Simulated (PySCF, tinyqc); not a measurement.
RHF in the sto-6g basis, for CH2, spin multiplicity 1, step by step (part 2 of 2). This run ends on a higher stationary point, not on the lowest solution. The lowest restricted solution is unstable here: a spin-polarised one lies 0.0301 hartree lower (PySCF). Computed by tinyqc, a small Python program that keeps every step (integrals from PySCF). Command: `OMP_NUM_THREADS=1 python tinyqc.py 29036 29037 out.jsonl` (the two numbers bound the seeds that draw the settings). One thread of a shared host (Intel(R) Xeon(R) Processor @ 2.60GHz), about 0.1 s of CPU time with the checks.

Geometry (angstrom):

| atom | x | y | z |
|---|---|---|---|
| C | 0.0000 | 0.0000 | 0.0000 |
| H | 0.0000 | 1.0880 | 0.6770 |
| H | 0.0000 | -1.0880 | 0.6770 |

## Iteration 36 (converged): orbitals

converged F (hartree):
```
           1C 1s    1C 2s   1C 2px   1C 2py   1C 2pz    2H 1s    3H 1s
1C 1s   -11.0494  -2.8371   0.0000   0.0000   0.0078  -0.4898  -0.4898
1C 2s    -2.8371  -1.2565   0.0000   0.0000  -0.1012  -0.5421  -0.5421
1C 2px    0.0000   0.0000  -0.2013   0.0000   0.0000   0.0000   0.0000
1C 2py    0.0000   0.0000   0.0000  -0.0996   0.0000  -0.3197   0.3197
1C 2pz    0.0078  -0.1012   0.0000   0.0000   0.2384  -0.1342  -0.1342
2H 1s    -0.4898  -0.5421   0.0000  -0.3197  -0.1342  -0.3087  -0.1013
3H 1s    -0.4898  -0.5421   0.0000   0.3197  -0.1342  -0.1013  -0.3087
```

X:
```
          1C 1s    1C 2s  1C 2px   1C 2py   1C 2pz    2H 1s    3H 1s
1C 1s    1.0251  -0.1419  0.0000   0.0000  -0.0082   0.0207   0.0207
1C 2s   -0.1419   1.1745  0.0000   0.0000   0.0799  -0.2440  -0.2440
1C 2px   0.0000   0.0000  1.0000   0.0000   0.0000   0.0000   0.0000
1C 2py   0.0000   0.0000  0.0000   1.1129   0.0000  -0.2157   0.2157
1C 2pz  -0.0082   0.0799  0.0000   0.0000   1.0422  -0.1293  -0.1293
2H 1s    0.0207  -0.2440  0.0000  -0.2157  -0.1293   1.1517  -0.0189
3H 1s    0.0207  -0.2440  0.0000   0.2157  -0.1293  -0.0189   1.1517
```

Diagonalise F' = X^T F X, C = X C', fill 4 alpha and 4 beta electrons from the bottom; D = 2 C_occ C_occ^T. Each column has its largest component positive (the first on a tie).

F' = X^T F X (hartree):
```
          1        2        3        4        5        6        7
1  -10.8461  -1.4663   0.0000   0.0000  -0.0029  -0.0467  -0.0467
2   -1.4663  -0.5126   0.0000   0.0000   0.0339  -0.3689  -0.3689
3    0.0000   0.0000  -0.2013   0.0000   0.0000   0.0000   0.0000
4    0.0000   0.0000   0.0000   0.1643   0.0000  -0.3700   0.3700
5   -0.0029   0.0339   0.0000   0.0000   0.3158  -0.1681  -0.1681
6   -0.0467  -0.3689   0.0000  -0.3700  -0.1681   0.0143  -0.0152
7   -0.0467  -0.3689   0.0000   0.3700  -0.1681  -0.0152   0.0143
```

orbital energies (hartree): MO1 -11.0519, MO2 -0.6979, MO3 -0.4306, MO4 -0.2013, MO5 0.1418, MO6 0.5643, MO7 0.6244

coefficients C:
```
            MO1      MO2      MO3     MO4      MO5      MO6      MO7
1C 1s    0.9959  -0.2122   0.0000  0.0000  -0.1368  -0.1279   0.0000
1C 2s    0.0177   0.7266   0.0000  0.0000   0.6697   0.7405   0.0000
1C 2px   0.0000   0.0000   0.0000  1.0000   0.0000   0.0000   0.0000
1C 2py   0.0000   0.0000   0.5058  0.0000   0.0000   0.0000   1.0372
1C 2pz   0.0008   0.0730   0.0000  0.0000  -0.6461   0.8386   0.0000
2H 1s   -0.0034   0.2813   0.4792  0.0000  -0.4005  -0.6919  -0.7086
3H 1s   -0.0034   0.2813  -0.4792  0.0000  -0.4005  -0.6919   0.7086
```

D after iteration 36:
```
          1C 1s    1C 2s  1C 2px   1C 2py   1C 2pz    2H 1s    3H 1s
1C 1s    2.0735  -0.2731  0.0000   0.0000  -0.0295  -0.1261  -0.1261
1C 2s   -0.2731   1.0565  0.0000   0.0000   0.1062   0.4087   0.4087
1C 2px   0.0000   0.0000  2.0000   0.0000   0.0000   0.0000   0.0000
1C 2py   0.0000   0.0000  0.0000   0.5117   0.0000   0.4847  -0.4847
1C 2pz  -0.0295   0.1062  0.0000   0.0000   0.0107   0.0411   0.0411
2H 1s   -0.1261   0.4087  0.0000   0.4847   0.0411   0.6175  -0.3009
3H 1s   -0.1261   0.4087  0.0000  -0.4847   0.0411  -0.3009   0.6175
```

## Convergence

Stop when the energy changes by less than 1e-10 hartree and every element of the error matrix X^T (F D S - S D F) X is below 3e-06.

Course of the cycle:

| iteration | E (hartree) | change | largest element of the error matrix |
|---|---|---|---|
| 1 | -37.084386 | - | 5.24e-01 |
| 2 | -37.752683 | -6.68e-01 | 3.03e-01 |
| 3 | -38.128061 | -3.75e-01 | 1.75e-01 |
| 4 | -38.329243 | -2.01e-01 | 9.39e-02 |
| 5 | -38.433685 | -1.04e-01 | 4.77e-02 |
| 6 | -38.486894 | -5.32e-02 | 2.40e-02 |
| 7 | -38.513743 | -2.68e-02 | 1.20e-02 |
| 8 | -38.527228 | -1.35e-02 | 6.02e-03 |
| 9 | -38.533986 | -6.76e-03 | 3.01e-03 |
| 10 | -38.537368 | -3.38e-03 | 1.51e-03 |
| 11 | -38.539060 | -1.69e-03 | 7.54e-04 |
| 12 | -38.539907 | -8.46e-04 | 3.77e-04 |
| 13 | -38.540330 | -4.23e-04 | 1.88e-04 |
| 14 | -38.540541 | -2.12e-04 | 9.42e-05 |
| ... | ... | ... | ... |
| 23 | -38.540753 | -4.13e-07 | 1.84e-07 |
| 24 | -38.540753 | -2.07e-07 | 9.20e-08 |
| 25 | -38.540753 | -1.03e-07 | 4.60e-08 |
| 26 | -38.540753 | -5.17e-08 | 2.30e-08 |
| 27 | -38.540753 | -2.58e-08 | 1.15e-08 |
| 28 | -38.540753 | -1.29e-08 | 5.75e-09 |
| 29 | -38.540753 | -6.46e-09 | 2.88e-09 |
| 30 | -38.540753 | -3.23e-09 | 1.44e-09 |
| 31 | -38.540753 | -1.61e-09 | 7.19e-10 |
| 32 | -38.540753 | -8.07e-10 | 3.60e-10 |
| 33 | -38.540753 | -4.04e-10 | 1.80e-10 |
| 34 | -38.540753 | -2.02e-10 | 8.99e-11 |
| 35 | -38.540753 | -1.01e-10 | 4.49e-11 |
| 36 | -38.540753 | -5.05e-11 | 2.25e-11 |

PySCF RHF in the same basis = -38.707035 hartree

Converged in 36 iterations. But the solution lies 0.16628 hartree above the reference: it is another stationary point, not the lowest restricted one. Reruns (cap 100 unless said): DIIS 8: converged in 8 to a higher stationary point; damping 0.5: converged in 36 to a higher stationary point; level shift 0.5: converged in 23 to a higher stationary point; atomic densities as start, DIIS 8: converged in 8.

## Populations, bond orders and dipole

overlap S:
```
         1C 1s   1C 2s  1C 2px   1C 2py  1C 2pz   2H 1s    3H 1s
1C 1s   1.0000  0.2432  0.0000   0.0000  0.0000  0.0417   0.0417
1C 2s   0.2432  1.0000  0.0000   0.0000  0.0000  0.3875   0.3875
1C 2px  0.0000  0.0000  1.0000   0.0000  0.0000  0.0000   0.0000
1C 2py  0.0000  0.0000  0.0000   1.0000  0.0000  0.3366  -0.3366
1C 2pz  0.0000  0.0000  0.0000   0.0000  1.0000  0.2094   0.2094
2H 1s   0.0417  0.3875  0.0000   0.3366  0.2094  1.0000   0.0901
3H 1s   0.0417  0.3875  0.0000  -0.3366  0.2094  0.0901   1.0000
```

Mulliken: Z minus the diagonal of D S on the atom; Loewdin: the same with S^(1/2) D S^(1/2); Mayer order: 2 sum_s sum (D(s) S)_ij (D(s) S)_ji over the two atoms.

Charges (e):

| atom | Mulliken | Loewdin |
|---|---|---|
| 1C | -0.1694 | -0.1293 |
| 2H | 0.0847 | 0.0647 |
| 3H | 0.0847 | 0.0647 |

Mayer bond orders:

| pair | order |
|---|---|
| 2-1 | 0.9320 |
| 3-1 | 0.9320 |
| 3-2 | 0.0608 |

dipole moment about the origin, x y z (debye): 0.0000  0.0000  -0.0844
